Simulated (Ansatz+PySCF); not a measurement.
# doublet C2H3O2: levels of theory in one basis

```yaml
atoms:
  - { symbol: C, position_ang: [0.0000, -0.1283, -1.0820] }
  - { symbol: C, position_ang: [0.0000, 0.3042, 0.3176] }
  - { symbol: O, position_ang: [0.0000, -0.7408, 1.1911] }
  - { symbol: H, position_ang: [0.0000, -0.3523, 2.0777] }
  - { symbol: H, position_ang: [0.0000, -1.1774, -1.3426] }
  - { symbol: H, position_ang: [0.0000, 0.6321, -1.8489] }
  - { symbol: O, position_ang: [0.0000, 1.4626, 0.6871] }
```

Basis set: cc-pVTZ (spherical functions). Left uncorrelated: 4 orbitals. Correlation on ROHF uses semicanonical orbitals with singles. Charge 0, multiplicity 2.

Computed with Ansatz (development build ahead of 0.2.0) and PySCF 2.14.0; each method stands on the lowest determinant of its kind that the runs found.

| method | E − E(ROHF) (eV) | <S²> of the determinant |
| --- | --- | --- |
| ROHF | 0.00 | 0.75 |
| UHF | -0.17 | 0.80 |
| UHF-MP2 | -20.84 | 0.80 |

(1) What does ROHF-MP2 give on the same scale?

Answers

(1) -20.92 eV.
